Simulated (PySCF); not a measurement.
**Telling isomers of C5H6O apart by NMR**

Method: σ from GIAO-PBE0/pcSseg-1, GFN2-xTB geometry, in PySCF 2.14.0 with density-fitted response routines (no solvent, equivalent nuclei averaged, single conformer, no relativistic terms).

References, each an isolated molecule treated in the same way: TMS for 1H (σ = 31.72 ppm) and 13C (σ = 186.93 ppm). Where no couplings were computed, multiplicities follow the n + 1 count of equivalent neighbours, and m marks all less simple cases (inequivalent or close neighbours, rings, F or P nearby). Shifts are as computed. Against solution values, carbons near 30 ppm lie about +3 ppm off and those near 130 ppm about +5 ppm (rms about the fit 2.1 ppm; single classes can miss by 10 ppm). Of 1328 compounds with measured shifts, 309 miss one by over three times the rms of a fit or turn the order of signals round; such compounds aren't used in these exercises. Signals without a measured value on file couldn't be tested in this way; 1H shifts scatter by 0.2 ppm about their fit, and single ones miss by 0.5 ppm.

(1) Tabulate the signals of `CC1=CC(=O)C1`, `CCC#CC=O` and their relative energies.

(2) What is the quickest way to tell CC1=CC(=O)C1 from CCC#CC=O?

## Answers

(1) 
| SMILES | carbon types | δC | δH | E rel. (kcal/mol) |
| --- | --- | --- | --- | --- |
| CC1=CC(=O)C1 | 2×C 1×CH 1×CH2 1×CH3 | 187.0, 186.1, 142.4, 55.9, 17.8 | 5.91 (s, 1H), 3.19 (s, 2H), 2.48 (s, 3H) | 0.0 |
| CCC#CC=O | 2×C 1×CH 1×CH2 1×CH3 | 180.9, 108.4, 86.4, 16.1, 16.0 | 9.50 (s, 1H), 2.55 (q, 2H), 1.31 (t, 3H) | 20.5 |

Energies are electronic energies at PBE0/pcSseg-1 on these geometries, without zero-point or thermal terms, each for the one conformer computed, which needn't be the lowest.

(2) Both give the same number of carbon signals, with the same numbers of each carbon type, so the positions decide. The first has a ketone carbonyl carbon (C) at 187.0 ppm, the second an alkyne carbon (C) at 108.4 ppm. Their most deshielded carbons lie at 187.0 and 180.9 ppm. In the proton spectra the most deshielded non-exchanging signals are 5.91 (s, 1H) and 9.50 (s, 1H).
